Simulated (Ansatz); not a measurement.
**Molecular dynamics, step by step**

BH4S (SMILES B[SH2+]) (charge +1), singlet, HF/def2-SVP (Ansatz 0.2.0). Settings (timestep in fs, temperature in K; T counts 12 degrees of freedom):

```yaml
hamiltonian: {xc: hf}
md: {n_steps: 30, timestep: 1.0, temperature: 1000, ensemble: nve, seed: 733, initial_velocities: maxwell_boltzmann}
```

Start (the SMILES describes the start alone):

B1  (0.097, -0.860, 0.065)
S2  (0.564, 0.962, -0.015)
H3  (-1.025, -1.149, -0.037)
H4  (0.962, -1.621, 0.220)
H5  (-0.211, 1.276, -1.078)
H6  (-0.388, 1.392, 0.846)
(Å)

| step | time (fs) | potential energy less the start (meV) | kinetic energy (meV) | T (K) |
| --- | --- | --- | --- | --- |
| 0 | 0.00 | 0.0 | 517.0 | 1000 |
| 2 | 2.00 | 114.5 | 409.8 | 793 |
| 4 | 4.00 | 188.0 | 334.8 | 647 |
| 6 | 6.00 | 236.5 | 285.2 | 552 |
| 8 | 8.00 | 329.9 | 196.9 | 381 |
| 10 | 10.00 | 222.6 | 301.5 | 583 |
| 12 | 12.00 | 63.6 | 454.5 | 879 |
| 14 | 14.00 | 118.6 | 405.4 | 784 |
| 16 | 16.00 | 130.0 | 390.8 | 756 |
| 18 | 18.00 | 198.5 | 322.4 | 623 |
| 20 | 20.00 | 347.0 | 180.0 | 348 |
| 22 | 22.00 | 276.4 | 247.2 | 478 |
| 24 | 24.00 | 143.3 | 376.9 | 729 |
| 26 | 26.00 | 111.4 | 413.4 | 800 |
| 28 | 28.00 | 23.0 | 495.8 | 959 |
| 30 | 30.00 | 104.4 | 417.2 | 807 |

Step 4, positions (Å) and forces (eV/Å):

```json
{"atom": "B1", "x": "0.081", "y": "-0.892", "z": "0.074", "Fx": "0.143", "Fy": "-0.508", "Fz": "-0.326"}
{"atom": "S2", "x": "0.567", "y": "0.961", "z": "-0.019", "Fx": "-0.362", "Fy": "1.604", "Fz": "1.880"}
{"atom": "H3", "x": "-1.072", "y": "-1.150", "z": "-0.115", "Fx": "0.446", "Fy": "-0.189", "Fz": "0.200"}
{"atom": "H4", "x": "1.117", "y": "-1.465", "z": "0.232", "Fx": "-0.679", "Fy": "-0.471", "Fz": "0.105"}
{"atom": "H5", "x": "-0.212", "y": "1.402", "z": "-0.953", "Fx": "-0.656", "Fy": "0.216", "Fz": "-1.823"}
{"atom": "H6", "x": "-0.400", "y": "1.510", "z": "0.821", "Fx": "1.107", "Fy": "-0.652", "Fz": "-0.036"}
```

Step 6, positions (Å) and forces (eV/Å):

```csv
atom,x,y,z,Fx,Fy,Fz
B1,0.073,-0.911,0.077,0.792,-0.242,-0.370
S2,0.567,0.963,-0.018,-1.219,2.079,-0.438
H3,-1.082,-1.159,-0.145,0.612,-0.295,0.292
H4,1.175,-1.415,0.246,-1.403,-0.487,0.043
H5,-0.252,1.480,-0.993,0.746,-0.684,-0.086
H6,-0.346,1.535,0.803,0.472,-0.371,0.559
```

Step 22, positions (Å) and forces (eV/Å):

```json
{"atom": "B1", "x": "0.076", "y": "-1.015", "z": "0.072", "Fx": "-0.364", "Fy": "0.429", "Fz": "0.282"}
{"atom": "S2", "x": "0.559", "y": "1.017", "z": "-0.027", "Fx": "0.568", "Fy": "-1.596", "Fz": "-2.387"}
{"atom": "H3", "x": "-0.987", "y": "-1.413", "z": "-0.236", "Fx": "-0.327", "Fy": "0.629", "Fz": "-0.462"}
{"atom": "H4", "x": "0.861", "y": "-1.760", "z": "0.521", "Fx": "0.797", "Fy": "0.427", "Fz": "0.197"}
{"atom": "H5", "x": "-0.192", "y": "1.507", "z": "-1.115", "Fx": "0.334", "Fy": "-0.411", "Fz": "1.783"}
{"atom": "H6", "x": "0.049", "y": "1.508", "z": "1.072", "Fx": "-1.007", "Fy": "0.522", "Fz": "0.588"}
```

Last step (30):

B1  (0.074, -1.038, 0.082)
S2  (0.572, 1.016, -0.039)
H3  (-0.985, -1.175, -0.486)
H4  (0.885, -1.709, 0.736)
H5  (-0.496, 1.516, -0.782)
H6  (-0.065, 1.482, 1.043)
(Å)

The run took about 41 s on 2 CPU threads of an Intel Xeon (shared host).
